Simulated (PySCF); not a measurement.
## Working with the constants of NaMg⁺

RHF-CCSD(T) constants of NaMg⁺, ¹Σ⁺ (singlet), closed shell (basis Na cc-pVDZ, Mg cc-pVDZ; no relativity; PySCF 2.14; masses 22.9898 and 23.9850 u):

* ωe: 146.9 cm⁻¹
* ωexe: 1.1 cm⁻¹
* Be: 0.13226 cm⁻¹
* αe: 0.00129 cm⁻¹
* D (centrifugal): 4.29e-07 cm⁻¹
* De to Na⁺ + Mg: 0.51 eV

(1) Give the band origin of the fundamental and the first lines of its P and R branches.

(2) Near which J would the R branch turn back, without centrifugal distortion?

Correlated steps freeze 2 core orbitals. Correlated levels converge slowly with the basis: in double zeta they bind strong bonds too weakly, by up to about 1 eV, and carry superposition errors of some tenths. For an ion De counts to the pair picked by the measured ionisation energies or electron affinities, which need not be the lowest pair at this level.

Answers

(1) ν0 = ωe − 2ωexe = 144.7 cm⁻¹, B0 = 0.13161, B1 = 0.13032 cm⁻¹.

| J″ | P(J″) − ν0 | R(J″) − ν0 |
| --- | --- | --- |
| 0 |  | 0.261 |
| 1 | -0.263 | 0.519 |
| 2 | -0.529 | 0.774 |
| 3 | -0.797 | 1.027 |
| 4 | -1.068 | 1.277 |
| 5 | -1.342 | 1.525 |
| 6 | -1.618 | 1.770 |

(2) At J ≈ (B0 + B1)/(2(B0 − B1)) − 1 ≈ 100.
